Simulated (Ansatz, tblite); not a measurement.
Cost and result up the ladder for the cluster C2H4 (the lowest singlet isomer of a short search) (6 atoms). The state is a singlet with charge 0. Geometry: r2SCAN-D4/def2-TZVP.

Cartesian coordinates in Å:
```
C -0.3893 -0.3823 -0.3762
C 0.3893 0.3823 0.3762
H 1.3019 0.0012 0.8221
H -1.3019 -0.0012 -0.8222
H 0.1456 1.4202 0.5768
H -0.1456 -1.4202 -0.5767
```

Ansatz on 4 threads of Intel Xeon 6975P-C on a shared host; xTB runs through tblite on one thread. Times are rough, summed over both states, and most runs start from the orbitals of an earlier one. CCSD(T)/def2-TZVPP serves as the yardstick here, not as an exact answer. The other state is a doublet.

The xTB rows come from tblite. Correlated methods freeze 2 core orbitals. The structure comes from a short search, and lower isomers may exist.

Correlated methods converge slowly with the basis.

Raw xTB energies of ions are shifted by several eV.

```tsv
level	functions	wall time	vertical IE (eV)	difference from CCSD(T)/def2-TZVPP (eV)
GFN1-xTB	16	0.002 s	16.69	6.01
GFN2-xTB	12	0.002 s	15.38	4.70
PBE-D4/def2-TZVP	86	0.55 s	10.69	0.01
PBE0-D4/def2-TZVP (with forces)	86	0.6 s	10.52	-0.16
r2SCAN-D4/def2-TZVP	86	0.85 s	10.50	-0.19
CCSD(T)/def2-TZVPP	118	2.5 s	10.68	0.00
```
